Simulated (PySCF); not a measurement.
What each rung costs, and what it gives

Saddle point of BH2OF, singlet (BH₂OF ([OH][BH][F]) → BHO ([BH][O]) + HF; bonds formed: F2–H4; bonds broken: B1–F2, O3–H4), PBE0-D4/def2-TZVP structure:

B1  (-0.203, 0.141, 0.478)
F2  (-0.261, -0.496, -1.116)
O3  (1.021, 0.406, 0.449)
H4  (0.708, -0.152, -0.799)
H5  (-1.265, 0.100, 0.987)
(Å)

Barriers are electronic and count from the start structure reached by relaxing down the imaginary mode.

PySCF 2.14 with density fitting (its default auxiliary sets; JK sets also for MP2 and CCSD(T)); basis: as named in each row; cores frozen in the correlated methods. B3LYP uses VWN-RPA correlation. Extrapolation: Hartree–Fock as exp(−7.88 √X), correlation as X^−2.97.

Times are rough, for one single point on 4 threads of a shared host (Arm Neoverse V2).

The estimate by CCSD(T) at an estimated basis limit (MP2 extrapolated from triple and quadruple zeta, plus CCSD(T) − MP2 in triple zeta) is 248.6 kJ/mol.

```csv
method,basis,time (s),barrier (kJ/mol),method less estimate
HF,STO-3G,under 1,364.5,115.9
B3LYP-D4,6-31G,1,243.5,-5.2
MP2,def2-QZVPP,1,241.7,-6.9
PBE0-D4,def2-SVP,2,244.3,-4.4
PBE-D4,def2-SVP,2,220.3,-28.4
CCSD(T),def2-SVP,2,250.2,1.6
SPW92,def2-TZVPP,2,216.5,-32.2
PBE0-D4,def2-TZVPP,3,245.6,-3.0
B3LYP-D4,def2-TZVPP,3,244.9,-3.8
BHLYP-D4,def2-TZVPP,3,271.7,23.1
PBE-D4,def2-TZVPP,3,221.5,-27.2
r2SCAN-D4,def2-TZVPP,6,239.9,-8.7
CCSD(T),def2-TZVPP,33,249.4,0.7
wB97M-V,def2-TZVPP,40,243.7,-5.0
```

All methods are single points on the PBE0-D4 structures.

The T1 diagnostic stays at or below 0.018.

Labels in which every atom is bracketed show which atoms are joined, not bond orders.
